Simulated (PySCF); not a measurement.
H2S. Atoms are numbered in the order given.

```xyz
3

S      0.0000     0.0000     0.1033
H      0.0000    -0.9673    -0.8265
H      0.0000     0.9673    -0.8265
```

Geometry: PBE0-D3(BJ)/def2-TZVPD.

All values below come from PySCF with PBE/def2-TZVPD.

ESP charges are fitted to the potential on shells at 1.4 to 2.0 van der Waals radii. Atomic charges (e):

| atom | IAO | ESP fit |
|---|---|---|
| S1 | -0.22 | -0.29 |
| H2 | 0.11 | 0.15 |
| H3 | 0.11 | 0.15 |
